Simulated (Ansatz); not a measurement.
# C2H3O radical: how energies converge with the basis set

One table from this session's results is given with a row withheld; the runs are named, their logs left out.

The runs use Ansatz 0.2.0, Gaussian basis; one geometry, several basis sets.

Plan: PBE0-D4/def2-SVP; ωB97M-V/def2-SVP; PBE0-D4/def2-QZVPP; ωB97M-V/def2-QZVPP; the functionals' def2-TZVPP values are taken from earlier runs.

## The geometry

The geometry comes from an earlier relaxation with PBE0-D4 in a triple-zeta def2 set; it is a stationary point.

6 atoms, charge 0, spin multiplicity 2.

Atoms are counted from 1 here; the program's logs count them from 0.

Bond lengths: C1–C2 1.497 Å, C1–H4 1.091 Å, C1–H5 1.094 Å, C1–H6 1.092 Å, C2–O3 1.175 Å. Angles: C2–C1–H4 108.7°, C2–C1–H5 111.4°, C2–C1–H6 108.4°, H4–C1–H5 110.6°, H4–C1–H6 107.1°, H5–C1–H6 110.5°, C1–C2–O3 129.3°.

Coordinates:

```
C    -0.1506    0.3609   -0.2462
C    -0.0953   -0.9378    0.4969
O     0.8118   -1.4398    1.0509
H    -0.9297    0.9838    0.1969
H     0.8141    0.8757   -0.2224
H    -0.4502    0.1571   -1.2761
```

The first run:

File in.yaml:

```yaml
crystal:
  periodic: [false, false, false]
  atoms:
    - {symbol: C, position_ang: [-0.150626, 0.360900, -0.246216]}
    - {symbol: C, position_ang: [-0.095276, -0.937763, 0.496856]}
    - {symbol: O, position_ang: [0.811768, -1.439758, 1.050904]}
    - {symbol: H, position_ang: [-0.929717, 0.983792, 0.196910]}
    - {symbol: H, position_ang: [0.814084, 0.875736, -0.222363]}
    - {symbol: H, position_ang: [-0.450233, 0.157093, -1.276091]}
basis:
  gaussian: {orbitals: def2-SVP}
magnetization: {spin_polarized: true, initial_magnetization: 1}
hamiltonian: {xc: pbe0, dispersion: d4}
output: {orbitals: {seedname: orbitals}}
```

Among the steps run: PBE0-D4 in def2-SVP; ωB97M-V in def2-SVP; PBE0-D4 in def2-QZVPP; ωB97M-V in def2-QZVPP.

One table of the session follows, with a row left open; its other results are not shown here.

It belongs to the step «Density functionals: the series». 

| functional | basis | HOMO (eV) |
| --- | --- | --- |
| PBE0-D4 | def2-SVP | -5.58 |
| PBE0-D4 | def2-TZVPP | -5.75 |
| PBE0-D4 | def2-QZVPP | -5.79 |
| ωB97M-V | def2-SVP | -7.66 |
| ωB97M-V | def2-TZVPP | -7.86 |
| ωB97M-V | def2-QZVPP | ? |

**Question.** Estimate the row for ωB97M-V, def2-QZVPP.

The run gave: HOMO (eV): -7.89. In the column «HOMO (eV)» it is the lowest.
